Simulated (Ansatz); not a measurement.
Molecule: C2H2F, charge 0, multiplicity 2. It need not be the lowest isomer of its formula. 
Coordinates optimised at B3LYP-D3(BJ)/def2-TZVP (Ansatz, an electronic-structure program):
```xyz
5

C     -0.0030     0.4279    -0.0061
C      1.2000    -0.0902     0.0004
F     -1.1765    -0.1568     0.0031
H      1.3403    -1.1676     0.0158
H      2.0667     0.5527    -0.0094
```
Charge 0, spin multiplicity 2.

Basis-set convergence of Hartree-Fock and CCSD(T) correlation energies (hartree) with Ansatz. Cores are frozen in the correlated levels unless marked. Open shells are spin-unrestricted. Spin-orbit coupling is left out. Non-relativistic.

The UHF reference is spin-contaminated (<S^2> 0.18 over the pure value in the largest basis). 

```json
[
 {"basis": "aug-cc-pVDZ", "functions": "87", "E(HF)": "-176.26144", "E(corr, CCSD(T))": "-0.48335"},
 {"basis": "aug-cc-pVTZ", "functions": "184", "E(HF)": "…", "E(corr, CCSD(T))": "…"}
]
```

Q: Complete the blanks.

A: 
- aug-cc-pVTZ, E(HF): -176.30923
- aug-cc-pVTZ, E(corr, CCSD(T)): -0.58690
